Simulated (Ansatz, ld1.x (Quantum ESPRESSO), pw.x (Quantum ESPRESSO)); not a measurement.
**carbon (C): does the PAW potential hold in the solid?**

ld1.x (Quantum ESPRESSO) 7.5 input, shortened:

```
&input
   title='C', zed=6., rel=1, dft='PBESOL', iswitch=3,
   config='[He] 2s2 2p2 3d-2'
 /
 &inputp
   pseudotype=3, lpaw=.true., tm=.true., lloc=2,
   nlcc=.false.,
   which_augfun='PSQ', rmatch_augfun_nc=.true.
 /
5
2S  1  0   2.00   0.00  0.90  1.10  0.0
2S  1  0   0.00   0.55  0.90  1.10  0.0
2P  2  1   2.00   0.00  1.40  1.70  0.0
2P  2  1   0.00   0.05  1.40  1.70  0.0
3D  3  2  -2.00   0.40  1.25  1.25  0.0
 &test
   configts(1)='2s2 2p2'
 /
```

Crystal test: fcc C in pw.x 7.5, no spin, 18³ k-points, Fermi–Dirac smearing 0.01 Ry, cutoffs 45/380 Ry. The lattice is a test structure that the element need not adopt, and mesh and smearing are coarse.

pw.x input:

```
&control
  calculation='scf', prefix='x', pseudo_dir='./', outdir='./tmp', tstress=.true., disk_io='none'
/
&system
  ibrav=0, nat=1, ntyp=1, ecutwfc=45, ecutrho=380, nbnd=9,
  occupations='smearing', smearing='fd', degauss=0.01
/
&electrons
  conv_thr=1e-09, mixing_beta=0.4, electron_maxstep=70
/
ATOMIC_SPECIES
C 1.0 C.UPF
CELL_PARAMETERS angstrom
  0.00000000 1.52934798 1.52934798
  1.52934798 0.00000000 1.52934798
  1.52934798 1.52934798 0.00000000
ATOMIC_POSITIONS crystal
C 0.0000 0.0000 0.0000
K_POINTS automatic
18 18 18 0 0 0
```

```bash
pw.x < C.scf.in > C.scf.out
```

Question: How does the run end?

Answer: Failed: no self-consistency to 1e-9 Ry within 70 iterations.  The log shows:

```
     scf convergence threshold =      1.0E-09
     Exchange-correlation= SLA  PW   PSX  PSC
     number of k points=   195  Fermi-Dirac smearing, width (Ry)=  0.0100
     iteration #  1     ecut=    45.00 Ry     beta= 0.40
     negative rho (up, down):  7.176E+01 0.000E+00
     total energy              =      -2.95453549 Ry
     estimated scf accuracy    <   38576.72048916 Ry
     iteration #  2     ecut=    45.00 Ry     beta= 0.40
     negative rho (up, down):  5.098E+01 0.000E+00
     total energy              =     -53.58176735 Ry
     estimated scf accuracy    <    6323.93819656 Ry
     iteration #  3     ecut=    45.00 Ry     beta= 0.40
     negative rho (up, down):  2.551E+00 0.000E+00
     total energy              =    -474.70514046 Ry
     estimated scf accuracy    <  781845.80716693 Ry
     iteration #  4     ecut=    45.00 Ry     beta= 0.40
     negative rho (up, down):  9.324E+01 0.000E+00
     total energy              =    -759.01456466 Ry
     estimated scf accuracy    <  888993.69361522 Ry
     [... 62 iterations left out ...]
     iteration # 67     ecut=    45.00 Ry     beta= 0.40
     negative rho (up, down):  4.390E+02 0.000E+00
     total energy              =    -742.01251772 Ry
     estimated scf accuracy    <  238984.31880586 Ry
     iteration # 68     ecut=    45.00 Ry     beta= 0.40
     negative rho (up, down):  4.442E+02 0.000E+00
     total energy              =    -762.71563203 Ry
     estimated scf accuracy    <  227058.05472954 Ry
     iteration # 69     ecut=    45.00 Ry     beta= 0.40
     negative rho (up, down):  5.607E+02 0.000E+00
     total energy              =   -1273.89647745 Ry
     estimated scf accuracy    <  232661.20294620 Ry
     iteration # 70     ecut=    45.00 Ry     beta= 0.40
     negative rho (up, down):  3.698E+02 0.000E+00
     total energy              =    -501.88324092 Ry
     estimated scf accuracy    <  371700.39498115 Ry
     convergence NOT achieved after  70 iterations: stopping
     Message from routine punch:
     Nothing written, as per user request (disk_io='none')
```
